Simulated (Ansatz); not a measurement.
Process, species as SMILES: C#C (C2H2) + 3 [H][H] (H2) → 2 C (CH4)
B3LYP-D3(BJ)/def2-TZVP geometries, fixed; electronic energies without zero-point terms.
Largest species:
```xyz
5

C      0.0000     0.0000     0.0000
H      0.6205     0.6269     0.6390
H     -0.6429    -0.6249     0.6185
H      0.6369    -0.6328    -0.6166
H     -0.6146     0.6308    -0.6409
```
Charge 0, spin multiplicity 1.

Core correlation in the energy of full hydrogenation at CCSD(T) with Ansatz (a program for electronic structure), in kcal/mol: frozen core against all electrons. Core-valence sets carry the plain set on hydrogen. Costs are rough ratios of core time on shared machines of one kind.

| basis | functions, most | frozen core | all electrons | core term (second minus first) | cost over frozen core |
|---|---|---|---|---|---|
| cc-pVDZ | 38 | -109.95 | -110.57 | -0.62 | - |
| cc-pCVDZ | 46 | -109.64 | -110.08 | -0.44 | - |
| cc-pVTZ | 88 | -107.85 | -109.82 | -1.97 | - |
| cc-pCVTZ | 114 | -107.40 | -107.51 | -0.12 | - |
| cc-pwCVTZ | 114 | -107.30 | -107.33 | -0.03 | - |
| cc-pVQZ | 175 | -107.46 | -108.88 | -1.42 | 1× |
| cc-pCVQZ | 228 | -107.35 | -107.36 | -0.01 | - |
| cc-pwCVQZ | 228 | -107.32 | -107.31 | 0.01 | - |

The largest core-valence set, cc-pwCVQZ, gives a core term of 0.01 kcal/mol; the valence set cc-pVQZ, which lacks functions for the core, gives -1.42.
